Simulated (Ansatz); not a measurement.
# CHFO (formyl fluoride) at 6 levels

Wanted: a comparison of 6 runs (HSE06/STO-3G, SVWN5/STO-3G, RPA@PBE/STO-3G, BCCD(T)/STO-3G, CCSDT(Q)/STO-3G, CCSD/STO-3G) of CHFO (formyl fluoride). 

Program for the calculation: Ansatz 0.2.0.

62 further runs of the same task are left out: 2 that didn't finish, 60 set aside as unsound or not needed.

### Step 1. The system as given

The species is CHFO (4 atoms), meant as a singlet with charge 0. SMILES: `O=CF`. The H4–C2 distance was set to 2.194 Å, away from the relaxed value. At this shape a bond of the SMILES string is far longer than usual.

Bond lengths: O1–C2 1.174 Å, C2–F3 1.336 Å. Angles: O1–C2–F3 122.9°.

### Step 2. A single-point energy at HSE06/STO-3G (run 1)

molecule.yaml reads:

```yaml
crystal:
  periodic: [false, false, false]
  atoms:
    - {symbol: O, position_ang: [-1.286267, -0.554396, 1.516888]}
    - {symbol: C, position_ang: [-0.443327, -0.688056, 0.710768]}
    - {symbol: F, position_ang: [0.188273, -1.847386, 0.507328]}
    - {symbol: H, position_ang: [0.350540, 0.823120, -0.667550]}
basis:
  gaussian:
    orbitals: STO-3G
hamiltonian:
  xc: {name: HSE06}
accuracy: high
```

On the command line:

```sh
$ ansatz run molecule.yaml --threads 1 --pin off --max-ram 3480MiB --events-out events.jsonl --progress --plain --runs-dir runs
```

Standard output:

```text
Warning: RAYON_NUM_THREADS=1 ignored (pool sized by the plan → 1); use --threads N
Functional definition: HSE06
  name "HSE06"
  parameter a = 0.25
  parameter omega = 0.11/bohr
  exchange = pbe_x - a*pbe_x_sr(omega) + a*exact_x_sr(omega)
  correlation = pbe_c
273 factors; integrals over basis functions are off by at most 5.4e-8 eV
44 factors; integrals over basis functions are off by at most 3.2e-10 eV
mean field evaluation 1: about -5721.1649 eV, gradient 3.0e1 eV
mean field evaluation 2: about -5708.6256 eV, gradient 6.1e1 eV
mean field evaluation 4: about -5724.1687 eV, gradient 1.4e1 eV
mean field evaluation 8: about -5725.2387 eV, gradient 2.7e-1 eV
mean field evaluation 16: about -5725.2391 eV, gradient 6.6e-6 eV
mean field -5725.23909292 eV, -210.3986559585 hartree, gradient 5.4e-8 eV, S^2 0.000000; 0 other end points of the search recorded, 0 dependent functions left out
reference -5725.23909410 eV, -210.3986560016 hartree; 12, 12 occupied and 4, 4 virtual orbitals, 273 factors
Total energy: -5725.23909410 eV, -210.3986560016 hartree
```

It took 1.1 s on 1 thread of Intel Xeon Platinum 8259CL at 2.50GHz (Skylake/Cascade Lake), shared host; peak memory 0.1 GiB.

### Step 3. A single-point energy at SVWN5/STO-3G (run 2)

molecule.yaml: that of step 2 with these lines changed.

```diff
@@ -8,6 +8,4 @@
 basis:
-  gaussian:
-    orbitals: STO-3G
-hamiltonian:
-  xc: {name: HSE06}
+  gaussian: {orbitals: STO-3G}
+hamiltonian: {xc: {name: SVWN5}}
 accuracy: high
```

On the command line:

```sh
$ ansatz run molecule.yaml --threads 1 --pin off --max-ram 3480MiB --events-out events.jsonl --progress --plain --runs-dir runs
```

Standard output:

```text
Warning: RAYON_NUM_THREADS=1 ignored (pool sized by the plan → 1); use --threads N
Functional definition: SVWN5
  name "SVWN5"
  exchange = slater_x
  correlation = vwn5_c
273 factors; integrals over basis functions are off by at most 5.4e-8 eV
mean field evaluation 1: about -5684.7247 eV, gradient 2.9e1 eV
mean field evaluation 2: about -5663.5274 eV, gradient 8.1e1 eV
mean field evaluation 4: about -5683.9684 eV, gradient 2.6e1 eV
mean field evaluation 8: about -5688.9779 eV, gradient 2.2e-1 eV
mean field -5688.97823844 eV, -209.0660941347 hartree, gradient 1.4e-8 eV, S^2 0.000000; 0 other end points of the search recorded, 0 dependent functions left out
reference -5688.97823957 eV, -209.0660941763 hartree; 12, 12 occupied and 4, 4 virtual orbitals, 273 factors
Total energy: -5688.97823957 eV, -209.0660941763 hartree
```

Run time: 0.64 s. Hardware: 1 thread of Intel Xeon Platinum 8259CL at 2.50GHz (Skylake/Cascade Lake), shared host.

Runs 3 to 4 aren't shown in full; the table further down has their settings and results.

### Step 4. The energy at CCSDT(Q)/STO-3G (run 5)

in.yaml reads:

```yaml
basis:
  gaussian:
    orbitals: STO-3G
crystal:
  periodic: [false, false, false]
  atoms:
    - {symbol: O, position_ang: [-1.286267, -0.554396, 1.516888]}
    - {symbol: C, position_ang: [-0.443327, -0.688056, 0.710768]}
    - {symbol: F, position_ang: [0.188273, -1.847386, 0.507328]}
    - {symbol: H, position_ang: [0.350540, 0.823120, -0.667550]}
total_charge: 0
correlation:
  method: ccsdt_q
  frozen_orbitals: {C: 1, F: 1, H: 0, O: 1}
accuracy: high
scf:
  omitted_lower_state_checks: [cluster_reference, increment]
```

On the command line:

```sh
$ ansatz run in.yaml --threads 1 --pin off --max-ram 3480MiB --events-out events.jsonl --progress --plain --runs-dir runs
```

Standard output:

```text
Warning: RAYON_NUM_THREADS=1 ignored (pool sized by the plan → 1); use --threads N
[... 11 lines left out ...]
3 core orbitals not correlated: weight in the atoms' cores, before any rotation towards them, 1.000 or more for the frozen orbitals, at most 0.000 for the correlated occupied ones
[... 36 lines left out ...]
WARN: these amplitudes may be one of several solutions (largest doubles amplitude 0.53, level shift 5.76 eV)
Total energy: -5710.45270483 eV, -209.8552662185 hartree
Checks for a lower state left out: cluster_reference, increment
```

Run time: 1.1 s. Hardware: 1 thread of Intel Xeon Platinum 8259CL at 2.50GHz (Skylake/Cascade Lake), shared host.

### Step 5. A single-point energy at CCSD/STO-3G (run 6)

job.yaml reads:

```yaml
crystal:
  periodic: [false, false, false]
  atoms:
    - {symbol: O, position_ang: [-1.286267, -0.554396, 1.516888]}
    - {symbol: C, position_ang: [-0.443327, -0.688056, 0.710768]}
    - {symbol: F, position_ang: [0.188273, -1.847386, 0.507328]}
    - {symbol: H, position_ang: [0.350540, 0.823120, -0.667550]}
basis:
  gaussian: {orbitals: STO-3G}
correlation: {method: ccsd, frozen_orbitals: {C: 1, F: 1, H: 0, O: 1}}
accuracy: high
scf: {omitted_lower_state_checks: [cluster_reference, increment]}
```

On the command line:

```sh
$ ansatz run job.yaml --threads 1 --pin off --max-ram 3480MiB --events-out events.jsonl --progress --plain --runs-dir runs
```

Standard output, cut to the lines that bear on the results:

```text
Warning: RAYON_NUM_THREADS=1 ignored (pool sized by the plan → 1); use --threads N
Functional definition: HF
  name "HF"
[...]
273 factors; integrals over basis functions are off by at most 5.4e-8 eV
[...]
mean field -5703.02496402 eV, -209.5823017786 hartree, gradient 1.3e-8 eV, S^2 0.000000; 0 other end points of the search recorded, 0 dependent functions left out; unrestricted orbitals would lower it
3 core orbitals not correlated: weight in the atoms' cores, before any rotation towards them, 1.000 or more for the frozen orbitals, at most 0.000 for the correlated occupied ones
reference -5703.02496402 eV, -209.5823017786 hartree; 9, 9 occupied and 4, 4 virtual orbitals, 273 factors
second order -5.47181653 eV of doubles, -0.00000000 eV of singles
cycle   1  -5.42125157 eV  change    -1.2e0 eV  update   1.4e-1
[...]
cycle  26  -6.82936849 eV  change    1.5e-9 eV  update  4.9e-10
WARN: these amplitudes may be one of several solutions (largest doubles amplitude 0.47, level shift 5.76 eV)
Total energy: -5709.85433251 eV, -209.8332764415 hartree
Checks for a lower state left out: cluster_reference, increment
```

It took 0.26 s on 1 thread of Intel Xeon Platinum 8259CL at 2.50GHz (Skylake/Cascade Lake), shared host.

### Step 6. Overview of the runs

```
run            level  frozen core orbitals  energy (Eh)  wall time
  1     HSE06/STO-3G                     –  -210.398656      1.1 s
  2     SVWN5/STO-3G                     –  -209.066094     0.64 s
  3   RPA@PBE/STO-3G                     3  -209.908377      1.3 s
  4   BCCD(T)/STO-3G                     3  -209.854918     0.34 s
  5  CCSDT(Q)/STO-3G                     3  -209.855266      1.1 s
  6      CCSD/STO-3G                     3  -209.833276     0.26 s
```

### Step 7. Results

```
                                          quantity          value
                               run 6: total energy  -209.83328 Eh
run 6: correlation energy (3 core orbitals frozen)     -251.0 mEh
                              run 6: T1 diagnostic          0.017
```

**Reading.** Totals of different functionals can't be ranked against each other. In runs 3, 4, 5, 6 the log says that unrestricted orbitals would lower the reference, so the values rest on an unstable closed-shell determinant (other closed-shell runs at this shape may share the fault). In runs 1, 2, 3, 4, 5, 6 the basis is minimal, so the values are rough. In runs 1, 2, 3, 6 a closed-shell determinant meets a far-stretched bond, which it describes badly. All runs together took 4.7 s, the longest 1.3 s.
